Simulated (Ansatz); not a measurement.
System: PH3, charge 0, triplet. This triplet is an excited state, 3.5 eV above the singlet at CCSD(T)/cc-pV(5+d)Z (Ansatz, a program for electronic structure). PH3 (parent SMILES P, triplet).
B3LYP-D3(BJ)/def2-TZVP minimum from Ansatz:
```xyz
4

P     -0.0702     0.0069     0.0178
H      0.0448     1.5445     0.0807
H      1.2917    -0.1273    -0.3269
H     -0.2829    -1.5211    -0.0205
```
Charge 0, spin multiplicity 3.

Total energies in aug-cc-pV(T+d)Z, 8 correlated electrons, 5 frozen orbitals. UHF or UKS for unpaired electrons; spin-orbit terms are left out. Cores are frozen in correlated methods. No relativity. The UHF reference of H3P (parent SMILES P, triplet) is spin-contaminated (<S^2> up to 0.04 over the pure value in the sets run). The spin of H3P (parent SMILES P, triplet) was assumed, and the state is the lowest solution found for it.

```
method    program  energy (Eh)  minus CCSDT(Q) (mEh)
--------  -------  -----------  --------------------
HF         Ansatz   -342.38392                188.62
MP2        Ansatz   -342.53444                 38.10
CCSD       Ansatz   -342.56473                  7.82
CCSD(T)    Ansatz   -342.57116                  1.39
CCSDT(Q)   Ansatz   -342.57255                  0.00
```

Rough core times of Ansatz's runs on a shared machine: CCSD(T) under 20 s, CCSDT(Q) 10 min.
